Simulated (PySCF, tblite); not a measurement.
# CHNO: deprotonation

What do calculations give for the deprotonation of CHNO (`N#CO`)?

Programs: tblite 0.8.0 and PySCF 2.14.0, with routines of our own; each step states its level. All values are computed. Atoms count from 0.

## (1) The system as given

4 atoms, charge 0, multiplicity 1; geometry from: start built from the parent or by distance geometry.

## (2) Geometry optimisation with GFN2-xTB

Job settings and geometry (Å):

```
{"job": {"kind": "relax", "xc": "GFN2-xTB", "basis": "xTB"}, "charge": 0, "multiplicity": 1}
N      1.651900    -0.291700     0.003000
C      0.483400    -0.039500    -0.012800
O     -0.819700     0.223300     0.009500
H     -1.295200     0.117500    -0.917000
```

Command:

```console
> OMP_NUM_THREADS=1 python redox_run.py task.json out
```

The driver reads the jobs from task.json and runs them one after another.

Output:

```text
step      E/eV     max force
  0    -260.71352    6.025
  1    -260.46627   15.961
  2    -261.05758    1.788
  3    -261.07474    0.566
  4    -261.08263    0.466
  5    -261.08566    0.427
  6    -261.08705    0.122
  7    -261.08725    0.067
  8    -261.08759    0.150
  9    -261.08793    0.186
 10    -261.08815    0.112
 11    -261.08820    0.024
 12    -261.08821    0.008
```

Wall time 0.02 s (1 thread of Arm Neoverse V2, shared host).

Along the way: (the energy doesn't fall at every step)

| step | energy from step 0 (eV) | largest force (eV/Å) |
| --- | --- | --- |
| 0 | 0.0000 | 6.0246 |
| 1 | 0.2473 | 15.9614 |
| 2 | -0.3441 | 1.7880 |
| 3 | -0.3612 | 0.5661 |
| 4 | -0.3691 | 0.4657 |
| 5 | -0.3721 | 0.4272 |
| 6 | -0.3735 | 0.1215 |
| 7 | -0.3737 | 0.0668 |
| 8 | -0.3741 | 0.1499 |
| 9 | -0.3744 | 0.1860 |
| 10 | -0.3746 | 0.1122 |
| 11 | -0.3747 | 0.0236 |
| 12 | -0.3747 | 0.0083 |

Close pairs (by a distance rule), those that changed most:

```
 bond  before (Å)  after (Å)  change (Å)
O2–H3       1.047      0.965      -0.082
N0–C1       1.196      1.142      -0.054
C1–O2       1.330      1.276      -0.053
```

The end geometry stands in the next job.

## (3) Infrared spectrum with GFN2-xTB

Job settings and geometry (Å):

```
{"job": {"kind": "ir", "xc": "GFN2-xTB", "basis": "xTB"}, "charge": 0, "multiplicity": 1}
N      1.576072    -0.272088    -0.002607
C      0.456762    -0.048402    -0.034957
O     -0.791523     0.216786    -0.011029
H     -1.220842     0.113250    -0.868754
```

Output:

```text
mode    cm-1     km/mol
  1     449.9     30.02
  2     485.0     29.49
  3    1071.2    186.74
  4    1141.2    117.06
  5    2473.4    431.09
  6    3483.6     57.05
ZPE 54.455  H(298)-E 65.811  G(298)-E -6.221 kJ/mol  S 241.60 J/(mol K)
```

It took 0.05 s on 1 thread of Arm Neoverse V2, shared host.

The strongest bands and the atoms that carry them (share of the mass-weighted mode):

```csv
cm⁻¹,km/mol,atoms
450,30.0,"C1 64 %, N0 18 %, H3 12 %"
485,29.5,"C1 72 %, N0 17 %, O2 10 %"
1071,186.7,"H3 81 %, O2 10 %"
1141,117.1,"O2 58 %, N0 32 %"
2473,431.1,"C1 63 %, N0 35 %"
3484,57.0,H3 94 %
```

## (4) Geometry optimisation at PBE0-D3(BJ)/ma-def2-SVP

Job settings and geometry (Å):

```
{"job": {"xc": "PBE0", "basis": "ma-def2-SVP", "d3": "d3bj", "grid": 1, "kind": "geom"}, "charge": 0, "multiplicity": 1}
N      1.576072    -0.272088    -0.002607
C      0.456762    -0.048402    -0.034957
O     -0.791523     0.216786    -0.011029
H     -1.220842     0.113250    -0.868754
```

Output:

```text
step   0  E = -168.33192832  max force = 0.044823
step   1  E = -168.33289774  max force = 0.001020
step   2  E = -168.33290000  max force = 0.000141
optimisation converged
```

Run time: 1.6 s. Hardware: 1 thread of Arm Neoverse V2, shared host.

Step by step:

```
step  energy from step 0 (eV)  largest force component (eV/Å)
   0                   0.0000                          2.3049
   1                  -0.0264                          0.0525
   2                  -0.0264                          0.0073
```

Distances of close pairs at the start and the end, largest changes first:

```
 bond  before (Å)  after (Å)  change (Å)
N0–C1       1.142      1.160      +0.018
C1–O2       1.276      1.288      +0.011
O2–H3       0.965      0.968      +0.003
```

The end geometry stands in the next job.

| at the end point | value |
| --- | --- |
| point group (found at 0.08 Å tolerance) | Cs |
| rotational constants (GHz, main isotopes) | 682.5, 10.686, 10.522 |
| dipole moment (D) | 4.04 |

## (5) Harmonic vibrations (CHNO): PBE0-D3(BJ)/ma-def2-SVP

Job settings and geometry (Å):

```
{"job": {"xc": "PBE0", "basis": "ma-def2-SVP", "d3": "d3bj", "grid": 2, "kind": "hessian"}, "charge": 0, "multiplicity": 1}
N      1.588753    -0.272393     0.001938
C      0.451407    -0.048060    -0.033994
O     -0.808782     0.214317    -0.004483
H     -1.208150     0.115587    -0.880743
```

Output:

```text
coarse grid: 3856 points
cycle   1  E = -168.2294847277  dE =  4.914e-01  |g| = 5.894e-01  |ddm| = 2.450e+00
cycle   2  E = -168.0155322106  dE =  2.140e-01  |g| = 1.146e+00  |ddm| = 1.555e+00
cycle   3  E = -168.2993698171  dE = -2.838e-01  |g| = 2.019e-01  |ddm| = 1.024e+00
cycle   4  E = -168.3068534134  dE = -7.484e-03  |g| = 5.382e-02  |ddm| = 1.752e-01
cycle   5  E = -168.3074255222  dE = -5.721e-04  |g| = 7.166e-03  |ddm| = 4.519e-02
cycle   6  E = -168.3074369267  dE = -1.140e-05  |g| = 1.690e-03  |ddm| = 8.293e-03
cycle   7  E = -168.3074375748  dE = -6.481e-07  |g| = 2.802e-04  |ddm| = 1.889e-03
final grid: 38784 points
cycle   8  E = -168.3329095955  dE = -5.626e-06  |g| = 5.177e-03  |ddm| = 1.657e-02
cycle   9  E = -168.3328974278  dE =  1.217e-05  |g| = 9.264e-03  |ddm| = 1.048e-02
cycle  10  E = -168.3329142311  dE = -1.680e-05  |g| = 1.763e-03  |ddm| = 7.356e-03
cycle  11  E = -168.3329148957  dE = -6.646e-07  |g| = 1.893e-04  |ddm| = 1.437e-03
cycle  12  E = -168.3329149025  dE = -6.840e-09  |g| = 4.272e-05  |ddm| = 1.801e-04
cycle  13  E = -168.3329149030  dE = -4.619e-10  |g| = 3.507e-06  |ddm| = 4.622e-05
cycle  14  E = -168.3329149030  dE = -3.297e-12  |g| = 4.995e-07  |ddm| = 5.105e-06
converged SCF energy = -168.3329149030

mode    cm-1
  1     456.4
  2     525.4
  3    1147.7
  4    1199.3
  5    2439.3
  6    3826.9
ZPE 57.390  H(298)-E 68.624  G(298)-E -3.324 kJ/mol  S 241.31 J/(mol K)
```

It took 8 s on 1 thread of Arm Neoverse V2, shared host; peak memory 0.68 GiB.

Zero-point energy 57.39 kJ/mol (xTB gave 54.45).

## (6) Single point (CHNO): wB97X-D3(BJ)/ma-def2-TZVP

Geometry: PBE0-D3(BJ)/ma-def2-SVP.

Job settings and geometry (Å):

```
{"job": {"kind": "sp", "xc": "wB97X", "basis": "ma-def2-TZVP", "d3": "d3bj", "grid": 2}, "charge": 0, "multiplicity": 1}
N      1.588753    -0.272393     0.001938
C      0.451407    -0.048060    -0.033994
O     -0.808782     0.214317    -0.004483
H     -1.208150     0.115587    -0.880743
```

Output:

```text
coarse grid: 3856 points
cycle   1  E = -168.6495984706  dE =  4.944e-01  |g| = 6.644e-01  |ddm| = 1.662e+00
cycle   2  E = -168.5958544894  dE =  5.374e-02  |g| = 8.989e-01  |ddm| = 9.322e-01
cycle   3  E = -168.7494391433  dE = -1.536e-01  |g| = 9.940e-02  |ddm| = 4.889e-01
cycle   4  E = -168.7508075109  dE = -1.368e-03  |g| = 5.275e-02  |ddm| = 6.449e-02
cycle   5  E = -168.7513354779  dE = -5.280e-04  |g| = 8.280e-03  |ddm| = 3.672e-02
cycle   6  E = -168.7513602532  dE = -2.478e-05  |g| = 1.640e-03  |ddm| = 1.275e-02
cycle   7  E = -168.7513623067  dE = -2.053e-06  |g| = 4.439e-04  |ddm| = 4.877e-03
final grid: 38784 points
cycle   8  E = -168.7473191725  dE = -1.895e-05  |g| = 2.438e-03  |ddm| = 2.435e-02
cycle   9  E = -168.7473193775  dE = -2.050e-07  |g| = 2.245e-03  |ddm| = 2.068e-03
cycle  10  E = -168.7473201499  dE = -7.724e-07  |g| = 3.573e-04  |ddm| = 1.028e-03
cycle  11  E = -168.7473201726  dE = -2.265e-08  |g| = 2.511e-04  |ddm| = 3.819e-04
cycle  12  E = -168.7473201866  dE = -1.402e-08  |g| = 4.108e-05  |ddm| = 1.373e-04
cycle  13  E = -168.7473201875  dE = -9.579e-10  |g| = 6.026e-06  |ddm| = 8.535e-05
converged SCF energy = -168.7473201875
```

It took 1.7 s on 1 thread of Arm Neoverse V2, shared host.

Orbitals, density, ELF and potential are computed afterwards from the orbital file.

Frontier orbitals at wB97X/ma-def2-TZVP, with the share of their density that lies nearest to each atom:

```
orbital  energy (eV)                    lies on
   HOMO       -11.53  N0 53 %; O2 23 %; C1 22 %
   LUMO         0.39  H3 64 %; O2 17 %; C1 12 %
```

ELF in a plane through or near 4 of the atoms.

Values, 10 rows by 14 columns:
```
0.00 0.00 0.00 0.00 0.00 0.00 0.00 0.00 0.00 0.00 0.00 0.00 0.00 0.00
0.00 0.00 0.00 0.00 0.01 0.00 0.00 0.00 0.00 0.00 0.00 0.00 0.00 0.00
0.00 0.00 0.07 0.30 0.31 0.21 0.17 0.02 0.00 0.08 0.01 0.00 0.00 0.00
0.00 0.01 0.55 0.81 0.75 0.59 0.58 0.13 0.14 0.76 0.50 0.01 0.00 0.00
0.00 0.06 0.82 0.94 0.59 0.77 0.67 0.44 0.62 0.99 0.70 0.05 0.00 0.00
0.00 0.07 0.79 0.92 0.43 0.81 0.73 0.85 0.47 0.76 0.23 0.01 0.00 0.00
0.00 0.01 0.44 0.67 0.65 0.77 0.50 0.62 0.75 0.77 0.17 0.00 0.00 0.00
0.00 0.00 0.05 0.19 0.26 0.42 0.12 0.21 0.75 0.64 0.13 0.00 0.00 0.00
0.00 0.00 0.00 0.00 0.01 0.02 0.00 0.01 0.08 0.06 0.01 0.00 0.00 0.00
0.00 0.00 0.00 0.00 0.00 0.00 0.00 0.00 0.00 0.00 0.00 0.00 0.00 0.00
```
The map spans 8.4 Å across and 6.0 Å up, centred on the molecule. Atoms in the plane (x, y in Å): N0 (-1.6, 0.1), C1 (-0.5, -0.1), O2 (0.8, -0.4), H3 (1.3, 0.4).

log10 of the density (e/Å³) in the same plane.

Ten even steps from '0' (-4.0) to '9' (1.6):
```
0000000000000000000000000000
0000000111110000000000000000
0000011122211110000000000000
0000122222222211111000000000
0011233444433332222221000000
0012344455544443333322100000
0122445566555544454433210000
0123456677666655566543210000
0123556777777666677643210000
1123567799877777777654210000
0123456777789778987653210000
0123456677777778987643210000
0122445566666677876543210000
0012344555555566766543210000
0011233444444455655432110000
0001222333333444444332100000
0000111222222223332221000000
0000001111111112222110000000
0000000000000001111000000000
0000000000000000000000000000
```
The map spans 8.4 Å across and 6.0 Å up, centred on the molecule. Atoms in the plane (x, y in Å): N0 (-1.6, 0.1), C1 (-0.5, -0.1), O2 (0.8, -0.4), H3 (1.3, 0.4).

On the surface of density 0.002 e/bohr³ the electrostatic potential runs, from the 1st to the 99th percentile, from -1.77 V near N0 to 4.05 V near H3.

## (7) Geometry optimisation with GFN2-xTB

This step treats CNO−, `N#C[O-]`.

Job settings and geometry (Å):

```
{"job": {"kind": "relax", "xc": "GFN2-xTB", "basis": "xTB"}, "charge": -1, "multiplicity": 1}
N      1.605000    -0.278500    -0.003300
C      0.440700    -0.039400    -0.057000
O     -0.791300     0.206700    -0.001300
```

Output:

```text
step      E/eV     max force
  0    -253.85033    3.104
  1    -253.94941    0.809
  2    -253.95677    0.318
  3    -253.95912    0.254
  4    -253.95875    1.055
  5    -253.96181    0.283
  6    -253.96215    0.021
  7    -253.96217    0.004
```

Wall time 0.01 s (1 thread of Arm Neoverse V2, shared host).

Relaxation path:

| step | energy from step 0 (eV) | largest force (eV/Å) |
| --- | --- | --- |
| 0 | 0.0000 | 3.1041 |
| 1 | -0.0991 | 0.8090 |
| 2 | -0.1064 | 0.3178 |
| 3 | -0.1088 | 0.2543 |
| 4 | -0.1084 | 1.0546 |
| 5 | -0.1115 | 0.2827 |
| 6 | -0.1118 | 0.0206 |
| 7 | -0.1118 | 0.0042 |

Close pairs (by a distance rule), those that changed most:

```
 bond  before (Å)  after (Å)  change (Å)
C1–O2       1.258      1.213      -0.044
N0–C1       1.190      1.168      -0.022
```

The next job starts from the end point, and lists it.

## (8) Infrared spectrum with GFN2-xTB

Job settings and geometry (Å):

```
{"job": {"kind": "ir", "xc": "GFN2-xTB", "basis": "xTB"}, "charge": -1, "multiplicity": 1}
N      1.577775    -0.271864    -0.021838
C      0.432807    -0.040048    -0.020518
O     -0.756242     0.200701    -0.019290
```

Output:

```text
mode    cm-1     km/mol
  1     538.2     71.84
  2     538.2     71.84
  3    1318.2     56.69
  4    2465.7    888.99
ZPE 29.071  H(298)-E 38.811  G(298)-E -26.986 kJ/mol  S 220.68 J/(mol K)
```

Wall time 0.04 s (1 thread of Arm Neoverse V2, shared host).

Which atoms move in the most intense modes:

| cm⁻¹ | km/mol | atoms |
| --- | --- | --- |
| 538 | 71.8 | C1 71 %, N0 16 %, O2 13 % |
| 538 | 71.8 | C1 71 %, N0 16 %, O2 13 % |
| 1318 | 56.7 | O2 56 %, N0 42 % |
| 2466 | 889.0 | C1 69 %, N0 25 % |

## (9) Geometry optimisation at PBE0-D3(BJ)/ma-def2-SVP

This step treats CNO−, `N#C[O-]`.

Job settings and geometry (Å):

```
{"job": {"xc": "PBE0", "basis": "ma-def2-SVP", "d3": "d3bj", "grid": 1, "kind": "geom"}, "charge": -1, "multiplicity": 1}
N      1.577775    -0.271864    -0.021838
C      0.432807    -0.040048    -0.020518
O     -0.756242     0.200701    -0.019290
```

Output:

```text
step   0  E = -167.82458934  max force = 0.052100
step   1  E = -167.82590912  max force = 0.003605
step   2  E = -167.82591308  max force = 0.000357
optimisation converged
```

Run time: 1.1 s. Hardware: 1 thread of Arm Neoverse V2, shared host.

The steps of the relaxation:

| step | energy from step 0 (eV) | largest force component (eV/Å) |
| --- | --- | --- |
| 0 | 0.0000 | 2.6791 |
| 1 | -0.0359 | 0.1854 |
| 2 | -0.0360 | 0.0184 |

Distances of close pairs at the start and the end, largest changes first:

| bond | before (Å) | after (Å) | change (Å) |
| --- | --- | --- | --- |
| N0–C1 | 1.168 | 1.193 | +0.024 |
| C1–O2 | 1.213 | 1.222 | +0.008 |

The next job starts from the end point, and lists it.

| at the end point | value |
| --- | --- |
| point group (found at 0.08 Å tolerance) | Cinfv |
| rotational constants (GHz, main isotopes) | 11.593, 11.593 |

## (10) Harmonic vibrations (CNO−): PBE0-D3(BJ)/ma-def2-SVP

Job settings and geometry (Å):

```
{"job": {"xc": "PBE0", "basis": "ma-def2-SVP", "d3": "d3bj", "grid": 2, "kind": "hessian"}, "charge": -1, "multiplicity": 1}
N      1.595969    -0.276856    -0.021918
C      0.427292    -0.039356    -0.020579
O     -0.769801     0.204066    -0.019211
```

Output:

```text
coarse grid: 3240 points
cycle   1  E = -167.6925315415  dE =  3.342e-01  |g| = 7.114e-01  |ddm| = 2.352e+00
cycle   2  E = -167.5530902192  dE =  1.394e-01  |g| = 1.123e+00  |ddm| = 1.341e+00
cycle   3  E = -167.7986340128  dE = -2.455e-01  |g| = 6.335e-02  |ddm| = 7.860e-01
cycle   4  E = -167.7993670442  dE = -7.330e-04  |g| = 3.587e-02  |ddm| = 8.747e-02
cycle   5  E = -167.7995219582  dE = -1.549e-04  |g| = 2.434e-02  |ddm| = 3.994e-02
cycle   6  E = -167.7996532023  dE = -1.312e-04  |g| = 1.480e-03  |ddm| = 2.027e-02
cycle   7  E = -167.7996536486  dE = -4.463e-07  |g| = 1.982e-04  |ddm| = 1.385e-03
final grid: 33408 points
cycle   8  E = -167.8259082043  dE =  6.412e-06  |g| = 8.637e-03  |ddm| = 1.439e-02
cycle   9  E = -167.8258432503  dE =  6.495e-05  |g| = 1.966e-02  |ddm| = 1.844e-02
cycle  10  E = -167.8259219759  dE = -7.873e-05  |g| = 1.912e-03  |ddm| = 1.388e-02
cycle  11  E = -167.8259227775  dE = -8.017e-07  |g| = 1.628e-04  |ddm| = 1.509e-03
cycle  12  E = -167.8259227828  dE = -5.259e-09  |g| = 4.612e-05  |ddm| = 1.626e-04
cycle  13  E = -167.8259227833  dE = -5.393e-10  |g| = 7.615e-06  |ddm| = 5.386e-05
cycle  14  E = -167.8259227834  dE = -1.654e-11  |g| = 6.724e-07  |ddm| = 9.595e-06
converged SCF energy = -167.8259227834

mode    cm-1
  1     634.5
  2     634.5
  3    1293.1
  4    2275.9
ZPE 28.938  H(298)-E 38.390  G(298)-E -27.039 kJ/mol  S 219.45 J/(mol K)
```

It took 5 s on 1 thread of Arm Neoverse V2, shared host; peak memory 0.66 GiB.

Zero-point energy 28.94 kJ/mol (xTB gave 29.07).

## (11) Single point (CNO−): wB97X-D3(BJ)/ma-def2-TZVP

Geometry: PBE0-D3(BJ)/ma-def2-SVP.

Job settings and geometry (Å):

```
{"job": {"kind": "sp", "xc": "wB97X", "basis": "ma-def2-TZVP", "d3": "d3bj", "grid": 2}, "charge": -1, "multiplicity": 1}
N      1.595969    -0.276856    -0.021918
C      0.427292    -0.039356    -0.020579
O     -0.769801     0.204066    -0.019211
```

Output:

```text
coarse grid: 3240 points
cycle   1  E = -168.1137231484  dE =  2.996e-01  |g| = 7.809e-01  |ddm| = 1.580e+00
cycle   2  E = -168.0996294593  dE =  1.409e-02  |g| = 9.115e-01  |ddm| = 9.617e-01
cycle   3  E = -168.2380206644  dE = -1.384e-01  |g| = 4.323e-02  |ddm| = 4.301e-01
cycle   4  E = -168.2384285505  dE = -4.079e-04  |g| = 1.793e-02  |ddm| = 5.226e-02
cycle   5  E = -168.2385070758  dE = -7.853e-05  |g| = 8.486e-03  |ddm| = 2.151e-02
cycle   6  E = -168.2385198806  dE = -1.280e-05  |g| = 4.696e-03  |ddm| = 9.326e-03
cycle   7  E = -168.2385249191  dE = -5.038e-06  |g| = 6.549e-04  |ddm| = 3.213e-03
final grid: 33408 points
cycle   8  E = -168.2355285212  dE = -1.283e-05  |g| = 3.378e-03  |ddm| = 2.754e-02
cycle   9  E = -168.2355273813  dE =  1.140e-06  |g| = 4.230e-03  |ddm| = 3.037e-03
cycle  10  E = -168.2355302663  dE = -2.885e-06  |g| = 4.699e-04  |ddm| = 1.883e-03
cycle  11  E = -168.2355303044  dE = -3.809e-08  |g| = 2.426e-04  |ddm| = 3.837e-04
cycle  12  E = -168.2355303180  dE = -1.356e-08  |g| = 3.009e-05  |ddm| = 1.494e-04
cycle  13  E = -168.2355303186  dE = -6.011e-10  |g| = 1.192e-05  |ddm| = 6.478e-05
converged SCF energy = -168.2355303186
```

It took 1.4 s on 1 thread of Arm Neoverse V2, shared host.

## (12) Deprotonation: wB97X-D3(BJ)/ma-def2-TZVP

This step combines the energies above: geometries from PBE0-D3(BJ)/ma-def2-SVP, zero-point and thermal terms from PBE0-D3(BJ)/ma-def2-SVP.

Job settings and geometry (Å):

```
{"job": {"kind": "ac", "geom": {"xc": "PBE0", "basis": "ma-def2-SVP", "d3": "d3bj", "grid": 1}, "hess": 1, "level": {"xc": "wB97X", "basis": "ma-def2-TZVP", "d3": "d3bj"}}, "charge": 0, "multiplicity": 1}
N      1.588753    -0.272393     0.001938
C      0.451407    -0.048060    -0.033994
O     -0.808782     0.214317    -0.004483
H     -1.208150     0.115587    -0.880743
```

Output (the driver's rows laid out field by field):

```text
deprotonation site by site, wB97X-D3(BJ)/ma-def2-TZVP // PBE0-D3(BJ)/ma-def2-SVP

row 1
  formula                 CNO
  charge                  -1
  multiplicity            1
  smiles                  N#C[O-]
  kept                    yes
  pieces                  1
  point_group             Cinfv
  atom                    2
  element                 O
  electronic              1343.7
  enthalpy                1319.67
  free_energy             1293.7
  share_gas               1.0
```

Wall time 19 s (1 thread of Arm Neoverse V2, shared host).

Energy needed to remove a proton (kJ/mol, gas phase, 298 K for the thermal columns):

```
site  product  electronic  enthalpy  free energy
  O2  N#C[O-]      1343.7    1319.7       1293.7
```

## (13) Single point (CHNO): wavefunction

Geometry: PBE0-D3(BJ)/ma-def2-SVP.

Job settings and geometry (Å):

```
{"job": {"kind": "sp", "xc": "CCSD(T)", "basis": "ma-def2-TZVP", "grid": 2}, "charge": 0, "multiplicity": 1}
N      1.588753    -0.272393     0.001938
C      0.451407    -0.048060    -0.033994
O     -0.808782     0.214317    -0.004483
H     -1.208150     0.115587    -0.880743
```

Method: wavefunction single point, frozen core, gas phase.

Output:

```text
final grid: 38784 points
cycle   1  E = -167.7003493334  dE =  5.504e-01  |g| = 6.100e-01  |ddm| = 1.622e+00
cycle   2  E = -167.7467576982  dE = -4.641e-02  |g| = 4.946e-01  |ddm| = 6.208e-01
cycle   3  E = -167.7943671254  dE = -4.761e-02  |g| = 6.838e-02  |ddm| = 3.059e-01
cycle   4  E = -167.7960328640  dE = -1.666e-03  |g| = 3.154e-02  |ddm| = 6.802e-02
cycle   5  E = -167.7963843552  dE = -3.515e-04  |g| = 1.045e-02  |ddm| = 4.238e-02
cycle   6  E = -167.7964315066  dE = -4.715e-05  |g| = 3.467e-03  |ddm| = 1.655e-02
cycle   7  E = -167.7964388048  dE = -7.298e-06  |g| = 1.088e-03  |ddm| = 7.527e-03
cycle   8  E = -167.7964398010  dE = -9.961e-07  |g| = 4.747e-04  |ddm| = 1.681e-03
cycle   9  E = -167.7964401169  dE = -3.159e-07  |g| = 2.265e-04  |ddm| = 8.912e-04
cycle  10  E = -167.7964401979  dE = -8.105e-08  |g| = 5.099e-05  |ddm| = 6.313e-04
cycle  11  E = -167.7964402007  dE = -2.805e-09  |g| = 1.023e-05  |ddm| = 1.202e-04
converged SCF energy = -167.7964402007
E(HF, exact integrals) = -167.7965127268
E(MP2) = -168.3689319564
E(CCSD) = -168.3701775119
E(CCSD(T)) = -168.3968132603
T1 diagnostic = 0.0146
```

It took 35 s on 1 thread of Arm Neoverse V2, shared host; peak memory 0.93 GiB.

## (14) Single point (CNO−): wavefunction

Geometry: PBE0-D3(BJ)/ma-def2-SVP.

Job settings and geometry (Å):

```
{"job": {"kind": "sp", "xc": "CCSD(T)", "basis": "ma-def2-TZVP", "grid": 2}, "charge": -1, "multiplicity": 1}
N      1.595969    -0.276856    -0.021918
C      0.427292    -0.039356    -0.020579
O     -0.769801     0.204066    -0.019211
```

With the program's defaults for keys left out, this is: wavefunction single point, frozen core, gas phase.

Output:

```text
final grid: 33408 points
cycle   1  E = -167.1929513149  dE =  3.098e-01  |g| = 6.431e-01  |ddm| = 1.538e+00
cycle   2  E = -167.2427882264  dE = -4.984e-02  |g| = 4.535e-01  |ddm| = 6.164e-01
cycle   3  E = -167.2782107538  dE = -3.542e-02  |g| = 3.811e-02  |ddm| = 2.453e-01
cycle   4  E = -167.2789589875  dE = -7.482e-04  |g| = 1.443e-02  |ddm| = 6.742e-02
cycle   5  E = -167.2790131567  dE = -5.417e-05  |g| = 6.645e-03  |ddm| = 1.931e-02
cycle   6  E = -167.2790289758  dE = -1.582e-05  |g| = 1.940e-03  |ddm| = 7.866e-03
cycle   7  E = -167.2790304921  dE = -1.516e-06  |g| = 4.605e-04  |ddm| = 3.721e-03
cycle   8  E = -167.2790305829  dE = -9.075e-08  |g| = 1.265e-04  |ddm| = 7.336e-04
cycle   9  E = -167.2790305905  dE = -7.680e-09  |g| = 2.588e-05  |ddm| = 1.962e-04
converged SCF energy = -167.2790305905
E(HF, exact integrals) = -167.2791188823
E(MP2) = -167.8627601403
E(CCSD) = -167.8550568483
E(CCSD(T)) = -167.8845458411
T1 diagnostic = 0.0176
```

It took 27 s on 1 thread of Arm Neoverse V2, shared host; peak memory 0.86 GiB.

## (15) Deprotonation: CCSD(T)/ma-def2-TZVP

This step combines the energies above: geometries from PBE0-D3(BJ)/ma-def2-SVP, zero-point and thermal terms from PBE0-D3(BJ)/ma-def2-SVP.

Job settings and geometry (Å):

```
{"job": {"kind": "ac", "geom": {"xc": "PBE0", "basis": "ma-def2-SVP", "d3": "d3bj", "grid": 1}, "hess": 1, "level": {"xc": "CCSD(T)", "basis": "ma-def2-TZVP"}}, "charge": 0, "multiplicity": 1}
N      1.588753    -0.272393     0.001938
C      0.451407    -0.048060    -0.033994
O     -0.808782     0.214317    -0.004483
H     -1.208150     0.115587    -0.880743
```

Output (the driver's rows laid out field by field):

```text
deprotonation site by site, CCSD(T)/ma-def2-TZVP // PBE0-D3(BJ)/ma-def2-SVP

row 1
  formula                 CNO
  charge                  -1
  multiplicity            1
  smiles                  N#C[O-]
  kept                    yes
  pieces                  1
  point_group             Cinfv
  atom                    2
  element                 O
  electronic              1344.96
  enthalpy                1320.92
  free_energy             1294.96
  share_gas               1.0
```

Run time: 62 s. Hardware: 1 thread of Arm Neoverse V2, shared host; peak memory 0.86 GiB.

Energy needed to remove a proton (kJ/mol, gas phase, 298 K for the thermal columns):

```csv
site,product,electronic,enthalpy,free energy
O2,N#C[O-],1345.0,1320.9,1295.0
```

(Part 1 of 2 ends here.)
